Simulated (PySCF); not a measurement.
Cl: electron affinity

Cl⁻ [Ar] (1S) → Cl [Ne] 3s2 3p5 (2P), as a difference of total energies. Calculation: PySCF 2.14, in def2-QZVPPD (10s7p5d2f1g, 79 functions); no relativity, point nucleus. Correlated levels: valence: [Ne] frozen; valence and next inner shell: 1s2 frozen. The calculations carry no spin-orbit coupling.

```json
{"method": "UHF", "electron affinity (eV)": "2.369"}
{"method": "LDA", "electron affinity (eV)": "3.930"}
{"method": "PBE", "electron affinity (eV)": "3.650"}
{"method": "PBE0", "electron affinity (eV)": "3.565"}
{"method": "r2SCAN", "electron affinity (eV)": "3.618"}
{"method": "r2SCANh", "electron affinity (eV)": "3.589"}
{"method": "wB97M-V", "electron affinity (eV)": "3.633"}
{"method": "MN15", "electron affinity (eV)": "3.604"}
{"method": "MP2 (valence)", "electron affinity (eV)": "3.680"}
{"method": "MP2 (valence and next inner shell)", "electron affinity (eV)": "3.686"}
{"method": "SCS-MP2 (valence and next inner shell)", "electron affinity (eV)": "3.594"}
```

Question: Estimate what SCS-MP2 (valence) gives.

Answer: 3.590 eV, closest to r2SCANh among the rows shown.

Question: Estimate what B2PLYP gives.

Answer: 3.591 eV, closest to r2SCANh among the rows shown.

A first-order spin-orbit estimate (lowest level to lowest level, LS coupling) adds -0.035 eV.

Errors of the correlated levels include the incompleteness of this basis and the frozen core.

In the anion the highest occupied orbital energy is positive at LDA, PBE, r2SCAN, a self-interaction effect; the basis confines that electron, and the energy difference can still be sensible.

For comparison: 3.613 eV (measured; photodetachment measurements, as compiled on the Wikipedia data page of electron affinities).
